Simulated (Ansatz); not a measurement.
Scan of H2B–B, triplet

Starting geometry (PBE0/def2-TZVP stationary point for this spin, not checked as a minimum):

```json
{"atom": "B", "x (Å)": "0.0000", "y (Å)": "0.0000", "z (Å)": "0.6756"}
{"atom": "B", "x (Å)": "0.0000", "y (Å)": "0.0000", "z (Å)": "-0.9095"}
{"atom": "H", "x (Å)": "0.0000", "y (Å)": "1.0479", "z (Å)": "1.2540"}
{"atom": "H", "x (Å)": "0.0000", "y (Å)": "-1.0479", "z (Å)": "1.2540"}
```

From there H3 moves along the line of the two atoms named below, all else staying in place; atoms are numbered as listed. Energies are in kcal/mol, counted from the starting geometry at the same level. Kohn–Sham curves are unrestricted where that lies lower.

Basis 6-31G; Ansatz 0.2.0. Only valence electrons are correlated (noble-gas cores frozen).

Unrestricted Kohn–Sham rows aren't spin-pure: their determinants' ⟨S²⟩ exceeds S(S+1) by up to 1.01, so they mix in states of higher spin.

In so small a basis the reference is far from its limit while semilocal and hybrid functionals are nearer theirs (RPA and double hybrids share much of the reference's basis error), so the functionals' errors here hold much of the reference's basis and frozen-core error, which can add to them or hide them.

Full CI is exact within this basis and frozen core; it isn't the basis-set limit.

```tsv
distance B1-H3 (Å)	full CI	PBE	r2SCAN	B97M-V	PBE0	B3LYP	CAM-B3LYP	wB97M-V	B2PLYP	RPA-PBE
0.934	33.0	32.4	31.3	30.6	31.4	30.6	30.5	30.5	30.8	33.7
1.092	4.3	4.2	3.8	3.7	3.8	3.6	3.5	3.5	3.6	4.6
1.197	0.0	0.0	0.0	0.0	0.0	0.0	0.0	0.0	0.0	0.0
1.292	1.6	1.6	2.0	2.0	2.0	2.1	2.3	2.3	2.2	1.4
1.438	9.4	9.6	10.5	10.3	10.8	10.9	11.4	11.3	11.1	9.0
1.679	27.6	28.5	30.4	29.8	31.1	31.0	32.4	32.2	31.6	27.1
1.907	44.6	47.2	49.8	48.8	51.2	50.6	53.2	52.9	51.7	44.6
2.197	62.0	67.9	69.5	69.8	72.8	72.2	75.5	75.8	73.8	63.8
2.611	76.8	85.3	83.2	87.5	87.6	89.1	91.2	92.0	87.8	81.6
3.272	83.9	92.3	90.9	95.0	93.5	96.9	98.3	98.2	93.6	85.5
4.168	85.0	93.6	92.9	96.1	94.6	98.6	100.0	99.1	94.8	85.7
```
